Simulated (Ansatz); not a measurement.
Born–Oppenheimer molecular dynamics of FH₆PSi (9 atoms, charge 0, multiplicity 1). It starts at the highest image of a converged band. Of that band: The profile has 3 maxima (images 2, 5, 9) with wells between them (images 3, 8): this band takes more than one step, which may be the mechanism or a detour left from its start path. A structure lower than the last end lies on the path between it and the top, so the climb from that side starts below the end, which may itself be a saddle point or a shallow side well. Neighbouring images differ by up to 1.9 eV, so the band resolves the path poorly. A vibrational analysis at the climbing image gives one clearly imaginary mode, 972i cm⁻¹: a first-order saddle point.

The calculation used RKS PBE-D4/def2-SVP (Ansatz).

```json
{"ensemble": "NVE (velocity Verlet)", "time step": "0.5 fs", "steps asked": "200", "starting velocities drawn for": "300 K", "seed": "10046"}
```

First frame:

```xyz
9
Properties=species:S:1:pos:R:3
Si -0.213 0.047 -0.075
H 0.066 -0.514 1.563
F 1.446 -0.050 -0.098
H -0.419 1.522 -0.163
H -0.557 -1.006 -1.077
P -2.660 -0.068 0.568
H -2.775 -1.394 1.124
H -2.690 0.572 1.861
H -0.900 -0.421 1.387
```

Q: How far do the bonds stretch over the last three quarters of this one trajectory? (Pairs bonded in most of those frames.)

A: 
```csv
bond,mean (Å),spread (Å),shortest,longest
Si1–H2,1.523,0.068,1.41,1.62
Si1–F3,1.650,0.028,1.60,1.69
Si1–H4,1.505,0.012,1.48,1.53
Si1–H5,1.505,0.024,1.47,1.54
P6–H7,1.449,0.016,1.42,1.47
P6–H8,1.453,0.055,1.37,1.53
P6–H9,1.479,0.118,1.29,1.65
```

Mean temperature of the second half: 2133 K. The conserved energy stayed within 0.29 meV per atom of its start (net change -0.19 meV per atom), so the integration is sound. The kinetic energy rose, since the run started high on the potential surface and went downhill. It ends in pieces (FH3Si + H3P), so much of that is their flight and rotation, not heat. A run of 0.1 ps of so small a system gives no equilibrium averages. The orbitals stay closed-shell, which can raise the energy where a bond breaks towards radicals; this wasn't checked here.

Time of the run: 6.3 min on 1 thread of Arm Neoverse V1, with other jobs on the host, peak memory 0.16 GiB.
